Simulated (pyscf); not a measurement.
Bond scission: [HO–Nb(Cl)(Cl)–Cl]• -> O=Nb(Cl)(Cl)–Cl + H atom (H•)

Gas phase, doublet surface, charge 0. Bonds broken: O1–H6. Bonds formed: none. PySCF, gas phase, ωB97X-D3(BJ)/def2-SVP geometries.

Transition state (Å):

```xyz
6

O      1.8212     0.7125    -0.5438
Nb     0.1357     0.4762    -0.2667
Cl    -1.1920     2.2265    -0.9409
Cl    -0.5966    -1.2425    -1.5756
Cl    -0.2412     0.3958     1.9819
H      1.7264    -0.6333     0.0854
```

One imaginary mode, 1383i cm⁻¹; descent along it reached the two sides named.

| bond | change | reactant side (Å) | saddle | product side |
|---|---|---|---|---|
| O1–H6 | breaks | 0.968 | 1.489 | 2.7 |

Electronic energies relative to the reactant's lowest minimum found (eV):

```tsv
level	barrier	reaction energy	reverse barrier
ωB97X-D3(BJ)/def2-TZVP	2.20	+1.79	0.42
PBE/def2-TZVP	1.54	+1.38	0.16
r²SCAN/def2-TZVP	1.70	+1.55	0.15
B3LYP-D3(BJ)/def2-TZVP	1.96	+1.76	0.21
PBE0-D3(BJ)/def2-TZVP	2.00	+1.73	0.27
M06-2X/def2-TZVP	2.33	+1.94	0.39
ωB97M-D3(BJ)/def2-TZVP	2.23	+1.86	0.37
HF/def2-TZVP	3.49	+2.34	1.15
```

With ωB97M-D3(BJ)/def2-TZVP energies and thermal terms (ideal gas, 1 atm, RRHO with modes under 100 cm⁻¹ raised to 100, one conformer, R ln 2 for chiral ones without a mode under 150 cm⁻¹), in eV:

| T (K) | ΔH‡ | ΔG‡ | ΔH | ΔG |
|---|---|---|---|---|
| 298 | 2.04 | 2.09 | +1.64 | +1.40 |
| 600 | 2.02 | 2.15 | +1.65 | +1.16 |
| 900 | 2.01 | 2.22 | +1.66 | +0.91 |
| 1200 | 2.00 | 2.29 | +1.67 | +0.66 |

At the saddle there is also a short H–Nb contact that neither side keeps, so another atom assists the step. This is the saddle that the search found; another between the same sides may lie lower. Open-shell species with a d-block atom are single-reference here; other states, and whether the spin sits on metal or ligand, were not checked. Elements past Kr carry the def2 core potentials, without spin-orbit coupling.
